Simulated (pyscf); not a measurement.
H₃Si–Ag + H• → Ag• + SiH₄ (substitution at Si; doublet surface; Ag–Si broken, H–Si formed). Single points on ωB97X-D3(BJ)/def2-SVP structures (PySCF, gas phase). Energies in kJ/mol from the separated reactants.

```csv
level,barrier,reaction energy
PBE/def2-TZVP,-11.8,-143.2
r²SCAN/def2-TZVP,___,-152.3
B3LYP-D3(BJ)/def2-TZVP,-11.0,-176.1
PBE0-D3(BJ)/def2-TZVP,___,___
M06-2X/def2-TZVP,0.7,-195.4
HF/def2-TZVP,35.1,-220.5
```

Q: Complete the blanks.

A: 
- r²SCAN/def2-TZVP, barrier: -17.6
- PBE0-D3(BJ)/def2-TZVP, barrier: -5.4
- PBE0-D3(BJ)/def2-TZVP, reaction energy: -159.9

At PBE, r²SCAN, B3LYP-D3(BJ), PBE0-D3(BJ) this geometry lies under the reactants; that is no barrier but a single point on another level's saddle; such a level's own saddle, if it has one, lies nearer that side and is low. The reactants may also form a dative adduct at H₃Si–Ag; it and routes through it were not searched. One saddle was located; it need not be the lowest between these sides. The angle at the attacked Si is 180°. Open-shell species with a d-block atom are single-reference here; other states, and whether the spin sits on metal or ligand, were not checked. Elements past Kr carry the def2 core potentials, without spin-orbit coupling.
